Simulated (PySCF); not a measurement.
## Shifts of the heteroatoms

Geometry:
| atom | x (Å) | y (Å) | z (Å) |
| --- | --- | --- | --- |
| O1 | -2.132 | -0.196 | 1.157 |
| C2 | -1.115 | -0.103 | 0.617 |
| C3 | 0.002 | 0.000 | 0.023 |
| C4 | 1.118 | 0.104 | -0.572 |
| O5 | 2.135 | 0.198 | -1.113 |

All values are calculated (PySCF 2.14): GIAO PBE0/pcSseg-1 shieldings, GFN2-xTB geometry, J: B3LYP/pcJ-1. Non-relativistic Hamiltonian, single conformer, no solvent, equivalent nuclei averaged.

Problem. Where does ¹⁷O resonate?

Solution. 
```csv
atoms,environment,σ (ppm),δ (ppm)
O1/O5,carbonyl oxygen,128.6,149.6
```

Shieldings were converted by a linear fit to measured shifts: ¹⁷O: δ = 266.70 − 0.911σ (rms 10.7 ppm, 155 shifts, 12.2 ppm with the 3 outliers that the fit left out vs liquid water, solution or neat liquid). Occasional misses reach two or three times the rms, and more in compound classes unlike the fitted ones.

Couplings (the largest are listed; each averaged over equivalent pairs; quadrupolar broadening usually hides them): ¹J(O1,C2) = 8.5 Hz, ²J(O1,C3) = -1.9 Hz, ³J(O1,C4) = -10.0 Hz.

On a 300 MHz spectrometer ¹⁷O resonates near 40.7 MHz, so 1 ppm is 40.7 Hz.
